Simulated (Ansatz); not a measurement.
Naphthalene C10H8, treated with r²SCAN in Ansatz (plane waves, PAW).

Run with plane-wave cutoff 500 eV, 4×4×4 k mesh, gaussian smearing 0.02 eV, scalar-relativistic PAW data made under PBE.

Computed at the level's own relaxed cell.

Problem. Give the computed equilibrium volume per atom.

Solution. 
* **equilibrium volume per atom**: 9.99 Å³/atom

Measured, for comparison: equilibrium volume per atom 9.47 Å³/atom (10 K, zero-point motion not removed, unit-cell volume / atoms in the cell; as tabulated in Loboda et al. (2018), arXiv:1809.09959). Computed (rounded) less measured: equilibrium volume per atom +5.5 %.

Note: the cell comes from a level without a dispersion term, which matters for the spacing of layers, chains or molecules; the volume lies 6 % above that of the published cell.

The computed numbers hold no vibrational or temperature effects.

Ansatz is an electronic-structure program.
